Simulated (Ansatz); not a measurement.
System: rock-salt TiN. Method: B3LYP (VWN-RPA form) in Ansatz (plane waves, PAW).

Run with plane-wave cutoff 460 eV, 12×12×12 k mesh, Fermi–Dirac smearing 0.05 eV, no spin polarisation, scalar-relativistic PAW data made under PBE.

Equation-of-state points:

```
V (Å³/atom)  E − E_lowest (meV/atom)  P (GPa)
-----------  -----------------------  -------
9.094                          24.63    16.91
9.334                           6.08     8.04
9.572                           0.00     0.30
9.811                           4.76    -6.52
10.051                         19.06   -12.51
```

Task: What bulk modulus B0 and pressure derivative B′ does a third-order Birch–Murnaghan fit give?

Result: V0 = 9.582 Å³/atom, B0 = 290 GPa, B′ = 4.2 (fit to the energies at full precision).

Measured, for comparison: bulk modulus 288 GPa (temperature not stated, no zero-point or thermal correction; as tabulated in Krasnenko and Brik (2013), arXiv:1306.3139); equilibrium volume per atom 9.52 Å³/atom (temperature not stated, no zero-point or thermal correction; as tabulated in Zhang et al. (2018), doi:10.1088/1367-2630/aac7f0). Computed (rounded) less measured: bulk modulus +0.7 %, equilibrium volume per atom +0.6 %.

Note: the run has no spin polarisation, so it can have missed a magnetic state.

Static lattice: no zero-point or thermal effects.

Ansatz is a first-principles code.
